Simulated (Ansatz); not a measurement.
The input, for Ansatz 0.2.0:

```yaml
crystal:
  periodic: [false, false, false]
  atoms:
    - {symbol: H, position_ang: [0.000000, 0.000000, -1.270000]}
    - {symbol: H, position_ang: [0.000000, 0.000000, -0.183000]}
    - {symbol: S, position_ang: [0.000000, 0.000000, 1.453000]}
basis:
  gaussian: {orbitals: 6-31G}
magnetization: {spin_polarized: false, initial_magnetization: 2}
correlation: {method: ccsdtq, electrons: outside_noble_gas}
```

```sh
$ ansatz run in.yaml --threads 1 --pin off --events-out ev --progress --plain --max-ram 2393MiB
```

Task: Roughly how long does this take on 1 thread of Arm Neoverse V1, shared host, and how much host memory?

Result: 12 s wall and 0.2 GiB.

```
324 factors; integrals over basis functions are off by at most 7.5e-8 eV
mean field evaluation 1: about -10844.0600 eV, gradient 6.2e0 eV
mean field evaluation 2: about -10844.0611 eV, gradient 6.2e0 eV
mean field evaluation 4: about -10844.3386 eV, gradient 5.3e-1 eV
mean field evaluation 8: about -10844.3483 eV, gradient 8.8e-3 eV
mean field evaluation 16: about -10844.3370 eV, gradient 5.3e-1 eV
mean field evaluation 32: about -10843.6516 eV, gradient 2.9e-6 eV
mean field evaluation 64: about -10844.3479 eV, gradient 3.2e-1 eV
mean field evaluation 96: about -10823.6716 eV, gradient 7.2e0 eV
mean field evaluation 128: about -10843.6516 eV, gradient 2.9e-6 eV
mean field -10844.34841201 eV, -398.5224535779 hartree, gradient 1.8e-6 eV, S^2 2.000000; 9 other end points of the search recorded, 0 dependent functions left out
mean field evaluation 160: about -10843.7000 eV, gradient 1.5e-2 eV
determinant -10844.34841201 eV, -398.5224535779 hartree, with singles and doubles -10846.25134626 eV, -398.5923851219 hartree
determinant -10843.65156260 eV, -398.4968448345 hartree, with singles and doubles -10845.13527155 eV, -398.5513701327 hartree
5 core orbitals not correlated: weight in the atoms' cores, before any rotation towards them, 1.000 or more for the frozen orbitals, at most 0.000 for the correlated occupied ones
reference -10844.34841201 eV, -398.5224535779 hartree; 5, 3 occupied and 7, 9 virtual orbitals, 324 factors
second order -1.25893155 eV of doubles, -0.14842222 eV of singles
cycle   1  -1.72190766 eV  change   -3.1e-1 eV  update   5.4e-2
cycle   2  -1.90962041 eV  change   -1.9e-1 eV  update   2.5e-2
cycle   3  -1.92136555 eV  change   -1.2e-2 eV  update   7.5e-3
cycle   4  -1.92478436 eV  change   -3.4e-3 eV  update   4.2e-3
cycle   5  -1.92584725 eV  change   -1.1e-3 eV  update   1.7e-3
cycle   6  -1.92556275 eV  change    2.8e-4 eV  update   4.7e-4
cycle   7  -1.92561452 eV  change   -5.2e-5 eV  update   2.0e-4
cycle   8  -1.92559320 eV  change    2.1e-5 eV  update   8.3e-5
cycle   9  -1.92556133 eV  change    3.2e-5 eV  update   3.0e-5
cycle  10  -1.92555656 eV  change    4.8e-6 eV  update   1.1e-5
cycle  11  -1.92555705 eV  change   -4.9e-7 eV  update   4.9e-6
cycle  12  -1.92555877 eV  change   -1.7e-6 eV  update   2.3e-6
cycle  13  -1.92555927 eV  change   -5.1e-7 eV  update   1.0e-6
cycle  14  -1.92555888 eV  change    3.9e-7 eV  update   5.1e-7
Total energy: -10846.27397089 eV, -398.5932165617 hartree
```

For the same geometry and basis full CI lies 0.1 meV lower.
